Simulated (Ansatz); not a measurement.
# AlH5O: the cost of one run

All numbers below are computed with Ansatz 0.2.0 (RKS revPBE-D4/def2-SVP).

### 1 The structure to begin with

Bond lengths: Al1–H3 1.560 Å, Al1–H4 1.560 Å, Al1–O5 2.080 Å, O5–H6 1.010 Å. Angles: H3–Al1–H4 120.0°, H3–Al1–O5 97.0°, H4–Al1–O5 101.2°, Al1–O5–H6 109.5°.

Structure file:

```xyz
7

Al    0.0000    0.0000    0.0000
H     0.0000    0.0000    1.9100
H     1.3510    0.0000   -0.7800
H    -1.3510    0.0000   -0.7800
O     0.0869   -1.9720    0.6559
H    -0.4595   -2.5566    0.0397
H     0.0439   -0.9965    1.8084
```

### 2 A restrained relaxation towards end A

Springs on the bonds that form and break draw the guess towards this end; the thresholds are loose.

The input, input.yaml:

```yaml
crystal:
  periodic: [false, false, false]
  atoms:
    - { symbol: Al, position_ang: [0.0, 0.0, 0.0] }
    - { symbol: H, position_ang: [0.0, 0.0, 1.91] }
    - { symbol: H, position_ang: [1.351, 0.0, -0.78] }
    - { symbol: H, position_ang: [-1.351, 0.0, -0.78] }
    - { symbol: O, position_ang: [0.0869, -1.972, 0.6559] }
    - { symbol: H, position_ang: [-0.4595, -2.5566, 0.0397] }
    - { symbol: H, position_ang: [0.0439, -0.9965, 1.8084] }
basis:
  gaussian: { orbitals: def2-SVP }
hamiltonian:
  xc: revpbe
  dispersion: d4
relax:
  f_tol: 0.15
  max_steps: 25
  restrain:
    - { distance: [0, 4], at: 2.98, k: 30.0 }
    - { distance: [6, 1], at: 1.86, k: 30.0 }
    - { distance: [0, 1], at: 1.56, k: 30.0 }
    - { distance: [6, 4], at: 1.01, k: 30.0 }
```

Launch:

```
$ ansatz run input.yaml --threads 1 --pin off --max-ram 2048MiB --backend cpu --events-out ev --progress --plain --runs-dir out
```

**Question.** How long does this run take on 1 thread of AMD EPYC 9R45 (Zen 5), shared host, and how much memory does it need?

About 5.7 s, with a peak of 0.12 GiB.
